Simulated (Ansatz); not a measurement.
Worked example: correlation energy of GeN⁺, singlet

Geometry: a PBE0/def2-TZVP stationary point for this spin. The triplet lies 1.4 eV lower here.

```xyz
2

Ge    0.0000    0.0000    0.0000
N     0.0000    0.0000    1.8997
```

Basis cc-pVDZ; Ansatz 0.2.0. Only valence electrons are correlated (noble-gas cores and the filled d shells of p-block atoms frozen), which leaves 8 electrons in 26 orbitals. R marks a restricted (for open shells ROHF) determinant. No spin–orbit coupling is included, and no scalar relativity.

Full CI is exact within this basis and frozen core; it isn't the basis-set limit.

The determinant fills πx and πy unequally, so it is a mixture of Σ and Δ, which weighs on every level built on one determinant.

Runs differ by some tens of microhartree through their thresholds, so steps under 0.03 kcal/mol mean nothing.

```
     level  total energy (hartree)
       RHF            -2129.321992
      RMP2            -2129.489902
     RCCSD            -2129.528381
  RCCSD(T)            -2129.537490
   RCCSDT*            -2129.543820
RCCSDT(Q)*            -2129.547319
  RCCSDTQ*            -2129.546859
   full CI            -2129.547003
```

Problem. What is the correlation energy at full CI, and what share of it do RMP2 and RCCSD(T) recover?

Solution. E(corr) = -2129.547003 − (-2129.321992) = -0.225011 hartree = -6.123 eV. RMP2: -0.167910 / -0.225011 = 74.62 %. RCCSD(T): -0.215498 / -0.225011 = 95.77 %.

Problem. By how many kcal/mol does RCCSD(T) miss full CI (1 hartree = 627.509 kcal/mol), and which steps make up the rest?

Solution. -2129.537490 − (-2129.547003) = 0.009513 hartree = 5.97 kcal/mol. Steps: RCCSDT − RCCSD(T) = -3.97, RCCSDT(Q) − RCCSDT = -2.20, RCCSDTQ − RCCSDT(Q) = 0.29, full CI − RCCSDTQ = -0.09 kcal/mol. With more than one leading determinant such errors change with state and geometry, and needn't cancel in differences.

An asterisk marks runs whose energy the program itself flagged as in doubt.
